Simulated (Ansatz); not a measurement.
Species: CH5N, charge 1, doublet. CH5N+ (parent SMILES CN, doublet).
B3LYP-D3(BJ)/def2-TZVP minimum from Ansatz (a first-principles code):
```
C
H 1 1.0906
H 1 1.0906 2 113.98
N 1 1.4105 2 110.98 3 126.17
H 4 1.0206 1 121.63 2 -155.59
H 4 1.0206 5 116.66 1 176.81
H 1 1.1155 2 106.48 3 -117.10
```
Charge +1, spin multiplicity 2.

Total energies in aug-cc-pVDZ, 13 correlated electrons, 2 frozen orbitals. Open shells are spin-unrestricted; no spin-orbit coupling. Cores are frozen in correlated methods. No relativity. The spin of CH5N+ (parent SMILES CN, doublet) was assumed, and the state is the lowest solution found for it.

| method | program | energy (Eh) | minus CCSDT(Q) (mEh) |
|---|---|---|---|
| HF | Ansatz | -94.94781 | 339.14 |
| MP2 | Ansatz | -95.24049 | 46.46 |
| CCSD | Ansatz | -95.27706 | 9.89 |
| CCSD(T) | Ansatz | -95.28570 | 1.25 |
| CCSDT(Q) | Ansatz | -95.28695 | 0.00 |

Rough core times of Ansatz's runs on a shared machine: CCSD(T) under 20 s, CCSDT(Q) 10 min.
